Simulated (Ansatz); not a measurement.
# doublet HSO: levels of theory in one basis

```yaml
atoms:
  - { symbol: H, position_ang: [0.0000, 0.2585, -1.1292] }
  - { symbol: S, position_ang: [0.0000, -0.5938, -0.0389] }
  - { symbol: O, position_ang: [0.0000, 0.3353, 1.1680] }
```

Basis set: def2-SVP (spherical functions). Frozen core: 6 orbitals. Correlation on ROHF uses semicanonical orbitals with singles. Charge 0, multiplicity 2.

Computed with Ansatz (development build ahead of 0.2.0); each method stands on the lowest determinant of its kind that the runs found.

```json
{"method": "ROHF", "E − E(ROHF) (eV)": "0.00", "<S²> of the determinant": "–"}
{"method": "UHF", "E − E(ROHF) (eV)": "-0.22", "<S²> of the determinant": "0.77"}
{"method": "ROHF-MP2", "E − E(ROHF) (eV)": "-8.23", "<S²> of the determinant": "–"}
{"method": "UHF-MP2", "E − E(ROHF) (eV)": "-8.20", "<S²> of the determinant": "0.77"}
{"method": "ROHF-CCSD(T)", "E − E(ROHF) (eV)": "-9.21", "<S²> of the determinant": "–"}
{"method": "UHF-CCSD(T)", "E − E(ROHF) (eV)": "-9.21", "<S²> of the determinant": "0.77"}
```
